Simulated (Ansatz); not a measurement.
**BSiH5 (BH2(SiH3)): methods side by side**

BSiH5: 7 atoms, total charge 0, spin state singlet. As SMILES, `[H]B([H])[SiH3]`. The shape is that of a GFN2-xTB optimisation.

```xyz
7

B     0.5955    1.0386    0.0060
H     1.7651    1.0769    0.0274
H     0.0392    2.0670   -0.0480
Si   -0.3777   -0.6580    0.0184
H    -1.7138   -0.6057    0.6330
H     0.3005   -1.7642    0.7131
H    -0.6090   -1.1546   -1.3498
```

Each level gives the energy change with the Si4–H7 bond stretched from 1.474 to 2.948 Å (eV). The values are calculated.

| level | kind | program | value (eV) | less FCI/STO-3G | CPU time (all runs) |
| --- | --- | --- | --- | --- | --- |
| revPBE/STO-3G (restricted) | GGA | Ansatz | 5.23 | +0.81 | 2.2 s |
| r2SCAN/STO-3G (restricted) | meta-GGA | Ansatz | 5.71 | +1.29 | 4.5 s |
| r2SCAN0/STO-3G (restricted) | hybrid meta-GGA | Ansatz | 6.30 | +1.88 | 5.1 s |
| wB97M-V/STO-3G (restricted) | range-separated hybrid | Ansatz | 6.46 | +2.04 | 34 s |
| B2PLYP/STO-3G (restricted) | double hybrid | Ansatz | 5.85 | +1.43 | 2.8 s |
| RPA@PBE/STO-3G (restricted) | RPA | Ansatz | 5.13 | +0.71 | 4.1 s |
| MP2/STO-3G (restricted) | perturbation theory | Ansatz | 5.98 | +1.56 | 0.18 s |
| CCSD/STO-3G (restricted) | coupled cluster or CI | Ansatz | 4.56 | +0.14 | 0.24 s |
| CCSDTQ/STO-3G (restricted) | coupled cluster or CI | Ansatz | 4.42 | 0.00 | 7.1 s |
| FCI/STO-3G | exact in the basis | Ansatz | 4.42 | 0.00 | 22 s |

FCI/STO-3G is exact within its basis and frozen core, so for wave-function methods in that basis the difference is their error; functionals converge differently with the basis, so for them it is only a difference. The first shape isn't each level's own minimum. The values span 4.42 to 6.46 eV. All rows use very small basis sets, so none should be taken for the real molecule's value. Times are those of the runs behind each value, whatever else they computed, on shared processors of several kinds: orders of magnitude only.
